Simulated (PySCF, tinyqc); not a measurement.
CIS on RHF in the sto-3g basis, for CH+, spin multiplicity 1, step by step. The lowest restricted solution is unstable here: a spin-polarised one lies 0.0145 hartree lower (PySCF). Computed by tinyqc, a small Python program that keeps every step (integrals from PySCF). Settings: charge = 1, multiplicity = 1, basis = sto-3g, method = RHF, energy threshold = 1e-10, iteration cap = 87, orthogonalisation = symmetric, start = core, DIIS depth = 6. Command: `OMP_NUM_THREADS=1 python tinyqc.py 26301 26302 out.jsonl` (the two numbers bound the seeds that draw the settings). One thread of a shared host (Intel(R) Xeon(R) Processor @ 2.60GHz), about 0.05 s of CPU time with the checks. Later iterations appear only in the table of the cycle.

## One-electron integrals

Geometry (angstrom):
```
atom         x         y         z
C     0.000000  0.000000  0.000000
H     0.000000  0.000000  0.991000
```

Basis sto-3g: exponents (1/bohr^2) and contraction coefficients of normalised primitives:
```
element  l (shell)   exponent  coefficient
C            s (1)  71.616837     0.154329
C            s (1)  13.045096     0.535328
C            s (1)   3.530512     0.444635
C            s (2)   2.941249    -0.099967
C            s (2)   0.683483     0.399513
C            s (2)   0.222290     0.700115
C            p (3)   2.941249     0.155916
C            p (3)   0.683483     0.607684
C            p (3)   0.222290     0.391957
H            s (1)   3.425251     0.154329
H            s (1)   0.623914     0.535328
H            s (1)   0.168855     0.444635
```

Overlap, kinetic and nuclear-attraction integrals over the contracted functions; the nuclear repulsion is the sum of Za Zb / Rab.

nuclear repulsion = 3.20389835 hartree

overlap S, order 1C 1s, 1C 2s, 1C 2px, 1C 2py, 1C 2pz, 2H 1s:
```
[[1.000000, 0.248362, 0.000000, 0.000000, 0.000000, 0.078445],
 [0.248362, 1.000000, 0.000000, 0.000000, 0.000000, 0.549004],
 [0.000000, 0.000000, 1.000000, 0.000000, 0.000000, 0.000000],
 [0.000000, 0.000000, 0.000000, 1.000000, 0.000000, 0.000000],
 [0.000000, 0.000000, 0.000000, 0.000000, 1.000000, 0.498619],
 [0.078445, 0.549004, 0.000000, 0.000000, 0.498619, 1.000000]]
```

kinetic energy T (hartree), order 1C 1s, 1C 2s, 1C 2px, 1C 2py, 1C 2pz, 2H 1s:
```
[[15.891122, -0.085890, 0.000000, 0.000000, 0.000000, -0.004741],
 [-0.085890, 0.472250, 0.000000, 0.000000, 0.000000, 0.142144],
 [0.000000, 0.000000, 1.477728, 0.000000, 0.000000, 0.000000],
 [0.000000, 0.000000, 0.000000, 1.477728, 0.000000, 0.000000],
 [0.000000, 0.000000, 0.000000, 0.000000, 1.477728, 0.325134],
 [-0.004741, 0.142144, 0.000000, 0.000000, 0.325134, 0.760032]]
```

nuclear attraction V (hartree), order 1C 1s, 1C 2s, 1C 2px, 1C 2py, 1C 2pz, 2H 1s:
```
[[-34.186724, -4.324850, 0.000000, 0.000000, -0.020489, -1.402879],
 [-4.324850, -5.700526, 0.000000, 0.000000, -0.196977, -2.794480],
 [0.000000, 0.000000, -5.608936, 0.000000, 0.000000, 0.000000],
 [0.000000, 0.000000, 0.000000, -5.608936, 0.000000, 0.000000],
 [-0.020489, -0.196977, 0.000000, 0.000000, -5.759370, -2.420125],
 [-1.402879, -2.794480, 0.000000, 0.000000, -2.420125, -4.328506]]
```

core Hamiltonian H = T + V (hartree), order 1C 1s, 1C 2s, 1C 2px, 1C 2py, 1C 2pz, 2H 1s:
```
[[-18.295602, -4.410740, 0.000000, 0.000000, -0.020489, -1.407620],
 [-4.410740, -5.228276, 0.000000, 0.000000, -0.196977, -2.652335],
 [0.000000, 0.000000, -4.131208, 0.000000, 0.000000, 0.000000],
 [0.000000, 0.000000, 0.000000, -4.131208, 0.000000, 0.000000],
 [-0.020489, -0.196977, 0.000000, 0.000000, -4.281642, -2.094991],
 [-1.407620, -2.652335, 0.000000, 0.000000, -2.094991, -3.568474]]
```

## Two-electron integrals

Functions are numbered as in S; the eight-fold symmetry (ij|kl) = (ji|kl) = (kl|ij) leaves the list below.

Two-electron integrals (ij|kl) in chemists' order, unique and non-zero (hartree):
```
(11|11) 3.541948   (21|11) 0.576921   (21|21) 0.111888   (22|11) 0.854682
(22|21) 0.205284   (22|22) 0.624709   (31|31) 0.020296   (32|31) 0.030858
(32|32) 0.137996   (33|11) 0.852436   (33|21) 0.205335   (33|22) 0.624568
(33|33) 0.672833   (41|41) 0.020296   (42|41) 0.030858   (42|42) 0.137996
(43|43) 0.036269   (44|11) 0.852436   (44|21) 0.205335   (44|22) 0.624568
(44|33) 0.600295   (44|44) 0.672833   (51|51) 0.020296   (52|51) 0.030858
(52|52) 0.137996   (53|53) 0.036269   (54|54) 0.036269   (55|11) 0.852436
(55|21) 0.205335   (55|22) 0.624568   (55|33) 0.600295   (55|44) 0.600295
(55|55) 0.672833   (61|11) 0.184528   (61|21) 0.035503   (61|22) 0.064795
(61|33) 0.064577   (61|44) 0.064577   (61|51) 0.002185   (61|52) 0.004011
(61|55) 0.065250   (61|61) 0.011523   (62|11) 0.386621   (62|21) 0.093828
(62|22) 0.307822   (62|33) 0.301021   (62|44) 0.301021   (62|51) 0.008878
(62|52) 0.057581   (62|55) 0.321154   (62|61) 0.030912   (62|62) 0.188984
(63|31) 0.010210   (63|32) 0.051653   (63|53) 0.011703   (63|63) 0.025185
(64|41) 0.010210   (64|42) 0.051653   (64|54) 0.011703   (64|64) 0.025185
(65|11) 0.308226   (65|21) 0.075863   (65|22) 0.263963   (65|33) 0.250547
(65|44) 0.250547   (65|51) 0.016550   (65|52) 0.098106   (65|55) 0.290521
(65|61) 0.026342   (65|62) 0.192997   (65|65) 0.218783   (66|11) 0.515797
(66|21) 0.127323   (66|22) 0.469041   (66|33) 0.444195   (66|44) 0.444195
(66|51) 0.016611   (66|52) 0.138435   (66|55) 0.518257   (66|61) 0.042758
(66|62) 0.347768   (66|65) 0.394654   (66|66) 0.774606
```

## Orthogonalisation

S = U s U^T; symmetric (Loewdin) form X = U s^(-1/2) U^T, so that X^T S X = 1.

eigenvalues of S: [0.250305, 0.818780, 1.000000, 1.000000, 1.143323, 1.787593]

X, order 1C 1s, 1C 2s, 1C 2px, 1C 2py, 1C 2pz, 2H 1s:
```
[[1.025794, -0.145085, 0.000000, 0.000000, -0.014082, 0.027725],
 [-0.145085, 1.231199, 0.000000, 0.000000, 0.184542, -0.456289],
 [0.000000, 0.000000, 1.000000, 0.000000, 0.000000, 0.000000],
 [0.000000, 0.000000, 0.000000, 1.000000, 0.000000, 0.000000],
 [-0.014082, 0.184542, 0.000000, 0.000000, 1.164558, -0.408043],
 [0.027725, -0.456289, 0.000000, 0.000000, -0.408043, 1.365532]]
```

## Starting guess

The start is the orbitals of the core Hamiltonian; D = 2 C_occ C_occ^T.

D at the start, order 1C 1s, 1C 2s, 1C 2px, 1C 2py, 1C 2pz, 2H 1s:
```
[[2.141077, -0.597063, 0.000000, 0.000000, -0.064198, 0.096270],
 [-0.597063, 2.512609, 0.000000, 0.000000, 0.388778, -0.395252],
 [0.000000, 0.000000, 0.000000, 0.000000, 0.000000, 0.000000],
 [0.000000, 0.000000, 0.000000, 0.000000, 0.000000, 0.000000],
 [-0.064198, 0.388778, 0.000000, 0.000000, 2.386887, -0.455355],
 [0.096270, -0.395252, 0.000000, 0.000000, -0.455355, 0.128987]]
```

## Iteration 1: building the Fock matrix

J_ij = sum D_kl (ij|kl), K_ij = sum D_kl (ik|jl); F = H + J - 0.5 K; E = tr D H + tr D J / 2 - 0.25 tr D K + E_nn.

Coulomb J (hartree), order 1C 1s, 1C 2s, 1C 2px, 1C 2py, 1C 2pz, 2H 1s:
```
[[10.592546, 1.987532, 0.000000, 0.000000, 0.001860, 0.633387],
 [1.987532, 4.234475, 0.000000, 0.000000, -0.012898, 2.025023],
 [0.000000, 0.000000, 4.185663, 0.000000, 0.000000, 0.000000],
 [0.000000, 0.000000, 0.000000, 4.185663, 0.000000, 0.000000],
 [0.001860, -0.012898, 0.000000, 0.000000, 4.316165, 1.704341],
 [0.633387, 2.025023, 0.000000, 0.000000, 1.704341, 2.947185]]
```

exchange K (hartree), order 1C 1s, 1C 2s, 1C 2px, 1C 2py, 1C 2pz, 2H 1s:
```
[[7.231202, 1.223642, 0.000000, 0.000000, 0.000261, 0.405506],
 [1.223642, 1.640124, 0.000000, 0.000000, -0.003646, 0.757879],
 [0.000000, 0.000000, 0.393633, 0.000000, 0.000000, 0.000000],
 [0.000000, 0.000000, 0.000000, 0.393633, 0.000000, 0.000000],
 [0.000261, -0.003646, 0.000000, 0.000000, 1.648588, 0.581275],
 [0.405506, 0.757879, 0.000000, 0.000000, 0.581275, 0.605312]]
```

Fock matrix F (hartree), order 1C 1s, 1C 2s, 1C 2px, 1C 2py, 1C 2pz, 2H 1s:
```
[[-11.318658, -3.035029, 0.000000, 0.000000, -0.018759, -0.976986],
 [-3.035029, -1.813863, 0.000000, 0.000000, -0.208052, -1.006252],
 [0.000000, 0.000000, -0.142362, 0.000000, 0.000000, 0.000000],
 [0.000000, 0.000000, 0.000000, -0.142362, 0.000000, 0.000000],
 [-0.018759, -0.208052, 0.000000, 0.000000, -0.789772, -0.681288],
 [-0.976986, -1.006252, 0.000000, 0.000000, -0.681288, -0.923945]]
```

total energy of this density = -36.91721227 hartree

## Iteration 1: diagonalisation and new density

Diagonalise F' = X^T F X, C = X C', fill 3 alpha and 3 beta electrons from the bottom; D = 2 C_occ C_occ^T. Each column has its largest component positive (the first on a tie).

F' = X^T F X (hartree):
```
[[-11.093007, -1.516739, 0.000000, 0.000000, -0.013300, -0.190889],
 [-1.516739, -1.100342, 0.000000, 0.000000, -0.005836, -0.477867],
 [0.000000, 0.000000, -0.142362, 0.000000, 0.000000, 0.000000],
 [0.000000, 0.000000, 0.000000, -0.142362, 0.000000, 0.000000],
 [-0.013300, -0.005836, 0.000000, 0.000000, -0.574175, -0.470188],
 [-0.190889, -0.477867, 0.000000, 0.000000, -0.470188, -0.301770]]
```

orbital energies (hartree): [-11.324307, -1.219248, -0.707146, -0.142362, -0.142362, 0.181407]

coefficients C, order 1C 1s, 1C 2s, 1C 2px, 1C 2py, 1C 2pz, 2H 1s:
```
[[0.993419, -0.217800, -0.166590, 0.000000, 0.000000, 0.110458],
 [0.028152, 0.717435, 0.708308, 0.000000, 0.000000, -0.872897],
 [0.000000, 0.000000, 0.000000, -0.290659, 0.956827, 0.000000],
 [0.000000, 0.000000, 0.000000, 0.956827, 0.290659, 0.000000],
 [0.006429, 0.383045, -0.689662, 0.000000, 0.000000, -0.966721],
 [-0.008707, 0.263554, -0.265464, 0.000000, 0.000000, 1.449184]]
```

D after iteration 1, order 1C 1s, 1C 2s, 1C 2px, 1C 2py, 1C 2pz, 2H 1s:
```
[[2.124139, -0.492575, 0.000000, 0.000000, 0.075700, -0.043656],
 [-0.492575, 2.034412, 0.000000, 0.000000, -0.427005, 0.001615],
 [0.000000, 0.000000, 0.000000, 0.000000, 0.000000, 0.000000],
 [0.000000, 0.000000, 0.000000, 0.000000, 0.000000, 0.000000],
 [0.075700, -0.427005, 0.000000, 0.000000, 1.244796, 0.567955],
 [-0.043656, 0.001615, 0.000000, 0.000000, 0.567955, 0.280016]]
```

Within a degenerate level the vectors are fixed only up to a rotation; this is one choice.

## Iteration 6 (converged): orbitals

converged F (hartree), order 1C 1s, 1C 2s, 1C 2px, 1C 2py, 1C 2pz, 2H 1s:
```
[[-11.726519, -3.118882, 0.000000, 0.000000, -0.024553, -1.002283],
 [-3.118882, -1.955116, 0.000000, 0.000000, -0.134475, -1.086579],
 [0.000000, 0.000000, -0.307869, 0.000000, 0.000000, 0.000000],
 [0.000000, 0.000000, 0.000000, -0.307869, 0.000000, 0.000000],
 [-0.024553, -0.134475, 0.000000, 0.000000, -0.860412, -0.757214],
 [-1.002283, -1.086579, 0.000000, 0.000000, -0.757214, -1.041099]]
```

As before.

F' = X^T F X (hartree):
```
[[-11.500564, -1.538157, 0.000000, 0.000000, -0.034189, -0.186045],
 [-1.538157, -1.186452, 0.000000, 0.000000, 0.128458, -0.550214],
 [0.000000, 0.000000, -0.307869, 0.000000, 0.000000, 0.000000],
 [0.000000, 0.000000, 0.000000, -0.307869, 0.000000, 0.000000],
 [-0.034189, 0.128458, 0.000000, 0.000000, -0.578158, -0.572923],
 [-0.186045, -0.550214, 0.000000, 0.000000, -0.572923, -0.349262]]
```

orbital energies (hartree): [-11.731254, -1.313362, -0.883109, -0.307869, -0.307869, 0.313289]

coefficients C, order 1C 1s, 1C 2s, 1C 2px, 1C 2py, 1C 2pz, 2H 1s:
```
[[0.994104, -0.220084, 0.153123, 0.000000, 0.000000, 0.118926],
 [0.025419, 0.711504, -0.683750, 0.000000, 0.000000, -0.897083],
 [0.000000, 0.000000, 0.000000, 0.999928, -0.011992, 0.000000],
 [0.000000, 0.000000, 0.000000, 0.011992, 0.999928, 0.000000],
 [0.006372, 0.274191, 0.684388, 0.000000, 0.000000, -1.006648],
 [-0.008139, 0.331416, 0.327322, 0.000000, 0.000000, 1.422357]]
```

D after iteration 6, order 1C 1s, 1C 2s, 1C 2px, 1C 2py, 1C 2pz, 2H 1s:
```
[[2.120254, -0.472038, 0.000000, 0.000000, 0.101570, -0.061820],
 [-0.472038, 1.948797, 0.000000, 0.000000, -0.545401, 0.023581],
 [0.000000, 0.000000, 0.000000, 0.000000, 0.000000, 0.000000],
 [0.000000, 0.000000, 0.000000, 0.000000, 0.000000, 0.000000],
 [0.101570, -0.545401, 0.000000, 0.000000, 1.087215, 0.629668],
 [-0.061820, 0.023581, 0.000000, 0.000000, 0.629668, 0.434084]]
```

Within a degenerate level the vectors are fixed only up to a rotation; this is one choice.

## Convergence

Stop when the energy changes by less than 1e-10 hartree and every element of the error matrix X^T (F D S - S D F) X is below 3e-06.

Course of the cycle:
```
iteration   E (hartree)     change  largest element of the error matrix
1          -36.91721227          -                             7.52e-01
2          -37.41103804  -4.94e-01                             1.44e-01
3          -37.42322274  -1.22e-02                             5.67e-03
4          -37.42324136  -1.86e-05                             8.19e-04
5          -37.42324200  -6.38e-07                             1.25e-05
6          -37.42324200  -9.92e-11                             2.84e-07
```

PySCF RHF in the same basis = -37.42324200 hartree

Converged in 6 iterations.

## Populations, bond orders and dipole

Mulliken: Z minus the diagonal of D S on the atom; Loewdin: the same with S^(1/2) D S^(1/2); Mayer order: 2 sum_s sum (D(s) S)_ij (D(s) S)_ji over the two atoms.

Charges (e):
```
atom  Mulliken   Loewdin
1C    0.756146  0.850255
2H    0.243854  0.149745
```

Mayer bond orders:
```
pair     order
2-1   0.940535
```

dipole moment about the origin, x y z (debye): [0.000000, 0.000000, 2.111025]

## Integrals over molecular orbitals

(pq|rs) = sum C_ip C_jq C_kr C_ls (ij|kl), one index at a time.

one-electron integrals over orbitals h = C^T H C (hartree):
```
[[-18.283440, 0.334505, -0.224685, 0.000000, 0.000000, -0.168602],
 [0.334505, -4.366068, 0.118558, 0.000000, 0.000000, 0.627282],
 [-0.224685, 0.118558, -4.049908, 0.000000, 0.000000, 0.347592],
 [0.000000, 0.000000, 0.000000, -4.131208, 0.000000, 0.000000],
 [0.000000, 0.000000, 0.000000, 0.000000, -4.131208, 0.000000],
 [-0.168602, 0.627282, 0.347592, 0.000000, 0.000000, -3.142444]]
```

Two-electron integrals over orbitals (pq|rs), unique and non-zero (hartree):
```
(11|11) 3.511972    (21|11) -0.290375   (21|21) 0.040011    (22|11) 0.755458
(22|21) -0.003196   (22|22) 0.646179    (31|11) 0.199646    (31|21) -0.021348
(31|22) 0.021607    (31|31) 0.029187    (32|11) -0.073133   (32|21) 0.009415
(32|22) 0.064492    (32|31) 0.008609    (32|32) 0.073865    (33|11) 0.799248
(33|21) -0.016163   (33|22) 0.504743    (33|31) -0.008761   (33|32) -0.058132
(33|33) 0.661867    (41|41) 0.021522    (42|41) 0.023221    (42|42) 0.091668
(43|41) -0.016086   (43|42) -0.046463   (43|43) 0.061362    (44|11) 0.852054
(44|21) -0.009114   (44|22) 0.565160    (44|31) 0.005805    (44|32) -0.038639
(44|33) 0.581732    (44|44) 0.672833    (51|51) 0.021522    (52|51) 0.023221
(52|52) 0.091668    (53|51) -0.016086   (53|52) -0.046463   (53|53) 0.061362
(54|54) 0.036269    (55|11) 0.852054    (55|21) -0.009114   (55|22) 0.565160
(55|31) 0.005805    (55|32) -0.038639   (55|33) 0.581732    (55|44) 0.600295
(55|55) 0.672833    (61|11) 0.156637    (61|21) -0.026524   (61|22) -0.010871
(61|31) 0.001371    (61|32) -0.014252   (61|33) 0.021566    (61|44) 0.003702
(61|55) 0.003702    (61|61) 0.026900    (62|11) -0.224224   (62|21) 0.003666
(62|22) -0.052933   (62|31) -0.012272   (62|32) 0.034106    (62|33) -0.047936
(62|44) -0.107747   (62|55) -0.107747   (62|61) 0.005137    (62|62) 0.111765
(63|11) -0.128064   (63|21) 0.004900    (63|22) 0.017918    (63|31) 0.005760
(63|32) 0.056552    (63|33) -0.091824   (63|44) -0.056271   (63|55) -0.056271
(63|61) -0.008567   (63|62) 0.058314    (63|63) 0.079975    (64|41) -0.011823
(64|42) -0.043264   (64|43) 0.009760    (64|64) 0.030587    (65|51) -0.011823
(65|52) -0.043264   (65|53) 0.009760    (65|65) 0.030587    (66|11) 0.715032
(66|21) -0.003445   (66|22) 0.622458    (66|31) 0.018281    (66|32) 0.083820
(66|33) 0.499696    (66|44) 0.514008    (66|55) 0.514008    (66|61) -0.008771
(66|62) 0.017211    (66|63) 0.051553    (66|66) 0.683936
```

## CIS matrix, singlets

A(ia,jb) = (e_a - e_i) d_ij d_ab + 2 (ia|jb) - (ij|ab).

CIS matrix A, singlet (hartree), order 1>4, 1>5, 1>6, 2>4, 2>5, 2>6, 3>4, 3>5, 3>6:
```
[[10.614374, 0.000000, 0.000000, 0.055556, 0.000000, 0.000000, -0.037978, 0.000000, 0.000000],
 [0.000000, 10.614374, 0.000000, 0.000000, 0.055556, 0.000000, 0.000000, -0.037978, 0.000000],
 [0.000000, 0.000000, 11.383311, 0.000000, 0.000000, 0.013719, 0.000000, 0.000000, -0.035416],
 [0.055556, 0.000000, 0.000000, 0.623669, 0.000000, 0.000000, -0.054286, 0.000000, 0.000000],
 [0.000000, 0.055556, 0.000000, 0.000000, 0.623669, 0.000000, 0.000000, -0.054286, 0.000000],
 [0.000000, 0.000000, 0.013719, 0.000000, 0.000000, 1.227722, 0.000000, 0.000000, 0.032808],
 [-0.037978, 0.000000, 0.000000, -0.054286, 0.000000, 0.000000, 0.116232, 0.000000, 0.000000],
 [0.000000, -0.037978, 0.000000, 0.000000, -0.054286, 0.000000, 0.000000, 0.116232, 0.000000],
 [0.000000, 0.000000, -0.035416, 0.000000, 0.000000, 0.032808, 0.000000, 0.000000, 0.856651]]
```

## CIS singlet states

dipole integrals <i|r|a> (bohr), order 1>4, 1>5, 1>6, 2>4, 2>5, 2>6, 3>4, 3>5, 3>6:
```
[[0.089509, 0.001074, 0.000000],
 [-0.001074, 0.089509, 0.000000],
 [0.000000, 0.000000, -0.066602],
 [0.712696, 0.008548, 0.000000],
 [-0.008548, 0.712696, 0.000000],
 [0.000000, 0.000000, 0.529190],
 [-0.432294, -0.005185, 0.000000],
 [0.005185, -0.432294, 0.000000],
 [0.000000, 0.000000, 0.808483]]
```

Diagonalise A (1 hartree = 27.211386 eV); each vector has its largest component positive (the first on a tie). The transition dipole is mu = sqrt2 sum c_ia <i|r|a>.

singlet excitation energies (eV): [3.003919, 3.003919, 17.117596, 17.117596, 23.228897, 33.486052, 288.844046, 288.844046, 309.759402]

lowest vectors, order 1>4, 1>5, 1>6, 2>4, 2>5, 2>6, 3>4, 3>5, 3>6:
```
[[-0.000096, 0.003040, -0.005932, -0.000037, 0.000000, 0.000000],
 [0.003040, 0.000096, 0.000037, -0.005932, 0.000000, 0.000000],
 [0.000000, 0.000000, 0.000000, 0.000000, 0.003464, -0.001041],
 [-0.003302, 0.104800, 0.994453, 0.006159, 0.000000, 0.000000],
 [0.104800, 0.003302, -0.006159, 0.994453, 0.000000, 0.000000],
 [0.000000, 0.000000, 0.000000, 0.000000, -0.087494, 0.996164],
 [-0.031320, 0.993990, -0.104830, -0.000649, 0.000000, 0.000000],
 [0.993990, 0.031320, 0.000649, -0.104830, 0.000000, 0.000000],
 [0.000000, 0.000000, 0.000000, 0.000000, 0.996159, 0.087498]]
```

oscillator strengths 2/3 w |mu|^2: [0.018543, 0.018543, 0.476332, 0.476332, 0.655427, 0.586692]

Within a degenerate level the vectors are fixed only up to a rotation; this is one choice.

## CIS matrix, triplets

A(ia,jb) = (e_a - e_i) d_ij d_ab - (ij|ab).

CIS matrix A, triplet (hartree), order 1>4, 1>5, 1>6, 2>4, 2>5, 2>6, 3>4, 3>5, 3>6:
```
[[10.571331, 0.000000, 0.000000, 0.009114, 0.000000, 0.000000, -0.005805, 0.000000, 0.000000],
 [0.000000, 10.571331, 0.000000, 0.000000, 0.009114, 0.000000, 0.000000, -0.005805, 0.000000],
 [0.000000, 0.000000, 11.329510, 0.000000, 0.000000, 0.003445, 0.000000, 0.000000, -0.018281],
 [0.009114, 0.000000, 0.000000, 0.440333, 0.000000, 0.000000, 0.038639, 0.000000, 0.000000],
 [0.000000, 0.009114, 0.000000, 0.000000, 0.440333, 0.000000, 0.000000, 0.038639, 0.000000],
 [0.000000, 0.000000, 0.003445, 0.000000, 0.000000, 1.004193, 0.000000, 0.000000, -0.083820],
 [-0.005805, 0.000000, 0.000000, 0.038639, 0.000000, 0.000000, -0.006492, 0.000000, 0.000000],
 [0.000000, -0.005805, 0.000000, 0.000000, 0.038639, 0.000000, 0.000000, -0.006492, 0.000000],
 [0.000000, 0.000000, -0.018281, 0.000000, 0.000000, -0.083820, 0.000000, 0.000000, 0.696701]]
```

## CIS triplet states

Diagonalise A (1 hartree = 27.211386 eV); each vector has its largest component positive (the first on a tie).

triplet excitation energies (eV): [-0.267025, -0.267025, 12.072121, 12.072121, 18.376131, 27.906679, 287.660872, 287.660872, 308.292572]

lowest vectors, order 1>4, 1>5, 1>6, 2>4, 2>5, 2>6, 3>4, 3>5, 3>6:
```
[[0.000620, 0.000018, 0.000006, -0.000848, 0.000000, 0.000000],
 [-0.000018, 0.000620, -0.000848, -0.000006, 0.000000, 0.000000],
 [0.000000, 0.000000, 0.000000, 0.000000, 0.001583, -0.000762],
 [-0.085499, -0.002456, -0.006849, 0.996311, 0.000000, 0.000000],
 [0.002456, -0.085499, 0.996311, 0.006849, 0.000000, 0.000000],
 [0.000000, 0.000000, 0.000000, 0.000000, 0.246951, 0.969028],
 [0.995924, 0.028603, -0.000588, 0.085533, 0.000000, 0.000000],
 [-0.028603, 0.995924, 0.085533, 0.000588, 0.000000, 0.000000],
 [0.000000, 0.000000, 0.000000, 0.000000, 0.969027, -0.246951]]
```

Within a degenerate level the vectors are fixed only up to a rotation; this is one choice.

A negative triplet energy shows that the restricted solution is unstable towards a spin-polarised one.
